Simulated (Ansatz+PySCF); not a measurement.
Results of a calculation; reference values are marked as such.
# Several solutions for singlet C2H2O2

```tsv
atom	x (Å)	y (Å)	z (Å)
C	-0.0351	-0.0026	-0.7365
C	-0.0328	-0.0217	0.7973
O	-0.0158	1.0540	-1.3110
O	0.0160	-1.0932	1.3198
H	-0.0497	-0.9753	-1.2493
H	-0.0296	0.9972	1.2889
```

Basis set: def2-SVP (spherical functions). Charge 0, multiplicity 1.

CASSCF(4,4) was run from several starts with Ansatz (development build ahead of 0.2.0) and PySCF 2.14.0. The starts are those of the Hartree–Fock orbitals from which the active space was taken at the frontier.

```csv
run,program,start,converged,energy (hartree),<S²>
A,Ansatz,"atomic start, no search",yes,-226.46388,0.00
B,PySCF,program defaults,yes,-226.48358,0.00
C,Ansatz,search for the lowest state,yes,-226.48233,0.00
D,Ansatz,stability test followed,yes,-226.46388,0.00
```

Q: Which runs reached the lowest solution of this kind, and what is wrong with the others?

A: B reached the lowest solution found. Converged but too high: A by 0.54 eV, C by 0.03 eV, D by 0.54 eV. Convergence only shows a stationary point; in CASSCF the end hangs on which orbitals enter the active space. Caution: other starts end on other solutions of this active space.
